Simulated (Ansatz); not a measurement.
**C₃H₅ClO₂: one species, many methods**

How much do the methods differ for C₃H₅ClO₂? The plan is to run it at one geometry with functionals of several rungs and with coupled cluster, and see how far each lands from CCSD(T) at the basis-set limit for the atomisation energy.

Computed with Ansatz 0.2.0, Gaussian basis. Level: functionals in def2-TZVPP, the program's frozen cores in correlated methods.

Plan: PBE-D4, r2SCAN-D4, PBE0-D4, B3LYP-D4, ωB97X-V, ωB97M-V, B2PLYP; CCSD(T)/def2-TZVPP; MP2/def2-QZVPP; extrapolation to the limit.

## 1. The relaxed structure

All runs share one geometry, relaxed beforehand with PBE0-D4 in a triple-zeta def2 set.

11 atoms, charge 0, spin multiplicity 1.

Atoms are counted from 1 here; the program's logs count them from 0.

Bond lengths: C1–C2 1.487 Å, C1–H7 1.094 Å, C1–H8 1.094 Å, C1–H9 1.094 Å, C2–Cl3 1.729 Å, C2–C4 1.336 Å, C4–O5 1.336 Å, C4–O6 1.354 Å, O5–H10 0.963 Å, O6–H11 0.961 Å. Angles: C2–C1–H7 111.1°, C2–C1–H8 112.9°, C2–C1–H9 111.1°, H7–C1–H8 107.0°, H7–C1–H9 107.5°, H8–C1–H9 107.0°, C1–C2–Cl3 115.2°, C1–C2–C4 126.2°, Cl3–C2–C4 118.6°, C2–C4–O5 123.5°, C2–C4–O6 125.4°, O5–C4–O6 111.1°, C4–O5–H10 107.8°, C4–O6–H11 109.8°.

## 2. PBE-D4 (GGA)

The input, in.yaml:

```yaml
crystal:
  periodic: [false, false, false]
  atoms:
    - {symbol: C, position_ang: [-0.522074, -1.078450, 0.935327]}
    - {symbol: C, position_ang: [0.511020, -0.148077, 0.406737]}
    - {symbol: Cl, position_ang: [2.036870, -0.202908, 1.218342]}
    - {symbol: C, position_ang: [0.360419, 0.699666, -0.614797]}
    - {symbol: O, position_ang: [1.330420, 1.509355, -1.050205]}
    - {symbol: O, position_ang: [-0.770818, 0.857955, -1.341843]}
    - {symbol: H, position_ang: [-0.185826, -2.117386, 0.870014]}
    - {symbol: H, position_ang: [-1.470099, -1.015118, 0.392194]}
    - {symbol: H, position_ang: [-0.740555, -0.868719, 1.986518]}
    - {symbol: H, position_ang: [0.973824, 2.030337, -1.777406]}
    - {symbol: H, position_ang: [-1.457881, 0.276447, -1.004482]}
basis:
  gaussian: {orbitals: def2-TZVPP}
hamiltonian: {xc: pbe, dispersion: d4}
output: {forces: true, orbitals: {seedname: orbitals}}
```

Run with:

```bash
> ansatz run in.yaml --threads 4 --pin off --events-out ev --progress --plain --max-ram 10444MiB
```

The runs that follow: r2SCAN-D4 (meta-GGA); PBE0-D4 (hybrid); B3LYP-D4 (hybrid); ωB97X-V (range-separated); ωB97M-V (range-separated); B2PLYP (double hybrid); CCSD(T) in def2-TZVPP; MP2 in def2-QZVPP.

**Question.** What will the summary of the whole plan be? Wanted: atomisation energy, CCSD(T)/CBS; farthest; mean size of error, hybrid; mean size of error, range-separated; gap, smallest and largest; T1 diagnostic; triples share of the correlation energy.

**Answer**, as computed:

| quantity | value |
| --- | --- |
| atomisation energy, CCSD(T)/CBS | 4381.7 kJ/mol |
| functionals within 21.9 kJ/mol (0.5 %) | B3LYP-D4, ωB97X-V, ωB97M-V |
| farthest | PBE-D4 (+168.4 kJ/mol) |
| mean size of error, hybrid | 27.2 kJ/mol |
| mean size of error, range-separated | 12.4 kJ/mol |
| gap, smallest and largest | 4.34 eV (PBE-D4), 10.67 eV (ωB97X-V) |
| T1 diagnostic | 0.0114 |
| triples share of the correlation energy | 4.1 % |

What this shows: PBE-D4 misses by +168.4 kJ/mol. Double hybrids carry the basis error of their MP2 part in triple zeta, and no dispersion term here, so their miss is partly the set-up's. The reference freezes the cores and leaves out relativity and excitations past (T), so misses under about 21.9 kJ/mol can't be ranked. Hartree-Fock recovers 69 % of the binding; the rest is correlation. Orbital gaps span 4.3 to 10.7 eV; exact exchange widens them.
